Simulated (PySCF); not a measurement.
Bond curve of AlP

Set-up: Al x2c-TZVPPall, P x2c-TZVPPall; spin-free X2C with a Gaussian nucleus (PySCF 2.14). Energies in eV from Al + P in their ground configurations at the same level. State: ³Π (triplet), unpaired electrons σ ↑, π ↑.

All columns are PBE0. A positive dipole means Al(−)P(+).

| R (Å) | E (eV) | μ (D) | Mulliken charge on Al (basis-dependent) | HOMO (eV) | LUMO (eV) | Mayer bond order | ⟨S²⟩ |
| --- | --- | --- | --- | --- | --- | --- | --- |
| 1.905 | -1.417 | -1.99 | 0.16 | -6.36 | -4.00 | 2.23 | 2.01 |
| 1.994 | -1.920 | -2.11 | 0.16 | -6.18 | -3.85 | 2.17 | 2.01 |
| 2.082 | -2.190 | -2.23 | 0.18 | -6.01 | -3.71 | 2.08 | 2.01 |
| 2.148 | -2.282 | -2.32 | 0.19 | -5.90 | -3.61 | 2.01 | 2.01 |
| 2.215 | -2.305 | -2.41 | 0.20 | -5.79 | -3.59 | 1.93 | 2.01 |
| 2.281 | -2.276 | -2.51 | 0.22 | -5.68 | -3.61 | 1.85 | 2.02 |
| 2.370 | -2.182 | -2.65 | 0.24 | -5.54 | -3.62 | 1.74 | 2.02 |
| 2.481 | -2.006 | -2.87 | 0.26 | -5.37 | -3.61 | 1.60 | 2.03 |
| 2.614 | -1.753 | -3.17 | 0.28 | -5.18 | -3.56 | 1.45 | 2.04 |
| 2.791 | -1.393 | -3.57 | 0.30 | -4.93 | -3.46 | 1.29 | 2.07 |

A fit through these points gives, at Re = 2.208 Å, μ = -2.40 D and dμ/dR = -1.39 D/Å; the reduced mass is 14.42 u.

**Question.** How strong is the fundamental in the double-harmonic approximation, I = 42.26·(dμ/dR)²/μred km/mol?

**Answer.** I = 42.26·(-1.39)²/14.42 = 5.66 km/mol at PBE0.

The state was picked by a PBE0 search and need not be the measured ground state.
